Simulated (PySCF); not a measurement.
## NaH, CCSD: how much the basis matters

PySCF, RHF reference; singlet, unpaired electrons none; De to Na + H without counterpoise correction. Frozen cores follow the default of each basis and core potential.

```json
{"basis": "def2-SVP", "relativity": "no relativity", "functions": "20", "Re (Å)": "1.918", "ωe (cm⁻¹)": "1106", "De (eV)": "1.69", "frozen orbitals": "1"}
{"basis": "def2-SVPD", "relativity": "no relativity", "functions": "26", "Re (Å)": "1.920", "ωe (cm⁻¹)": "1124", "De (eV)": "1.84", "frozen orbitals": "1"}
{"basis": "pcseg-2", "relativity": "no relativity", "functions": "33", "Re (Å)": "1.910", "ωe (cm⁻¹)": "1124", "De (eV)": "1.85", "frozen orbitals": "1"}
{"basis": "aug-cc-pVDZ", "relativity": "no relativity", "functions": "36", "Re (Å)": "1.906", "ωe (cm⁻¹)": "1138", "De (eV)": "1.86", "frozen orbitals": "1"}
{"basis": "x2c-TZVPPall", "relativity": "spin-free X2C", "functions": "46", "Re (Å)": "1.878", "ωe (cm⁻¹)": "1179", "De (eV)": "1.89", "frozen orbitals": "1"}
```

Task: How does each smaller set differ from the one with most functions, x2c-TZVPPall?

Result: def2-SVP: +4.0 pm, -6.2 % in ωe, -0.20 eV in De; def2-SVPD: +4.2 pm, -4.7 % in ωe, -0.05 eV in De; pcseg-2: +3.2 pm, -4.7 % in ωe, -0.04 eV in De; aug-cc-pVDZ: +2.8 pm, -3.5 % in ωe, -0.03 eV in De. All at CCSD; the set with most functions is neither the basis-set limit nor always the best. The rows treat relativity differently, so the differences are not basis effects alone.

Measured (Huber and Herzberg, Constants of Diatomic Molecules (1979)): Re = 1.8874 Å, ωe = 1172.2 cm⁻¹. Correlated steps freeze 1 core orbital. Correlated levels converge slowly with the basis: in double zeta they bind strong bonds too weakly, by up to about 1 eV, and carry superposition errors of some tenths. Where the molecule has an RHF reference, its open-shell atoms are computed with UHF.
